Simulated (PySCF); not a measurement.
**Vibration and rotation of O₂**

UHF-CCSD(T) constants of O₂, triplet, unpaired electrons π ↑↑ (O def2-TZVPPD; no relativity (PySCF 2.14); masses 15.9949 and 15.9949 u):

| Item | Value |
| --- | --- |
| ωe | 1581.2 cm⁻¹ |
| ωexe | 11.0 cm⁻¹ |
| Be | 1.4347 cm⁻¹ |
| αe | 0.0151 cm⁻¹ |
| D (centrifugal) | 4.72e-06 cm⁻¹ |
| De to O + O | 4.94 eV |

Question: Give the vibrational terms G(v) and spacings up to v = 6.

Answer: G(v) = ωe(v+½) − ωexe(v+½)².

```csv
v,G(v) (cm⁻¹),G(v) − G(v−1),Bv (cm⁻¹)
0,788,,1.427
1,2347,1559,1.412
2,3884,1537,1.397
3,5399,1515,1.382
4,6893,1493,1.367
5,8364,1471,1.352
6,9813,1449,1.337
```

Question: How well does the Morse estimate ωe²/(4ωexe) reproduce De, and what is D0?

Answer: It gives 7.05 eV, 143 % of the computed De. D0 = De − G(0) = 4.94 − 0.10 = 4.84 eV.

Measured values (Huber and Herzberg, Constants of Diatomic Molecules (1979)): ωe = 1580.193 cm⁻¹, ωexe = 11.981 cm⁻¹, αe = 0.01593 cm⁻¹.

Correlated steps freeze 2 core orbitals. The state is the lowest determinant that a PBE0 search found; another state may lie lower at other levels.
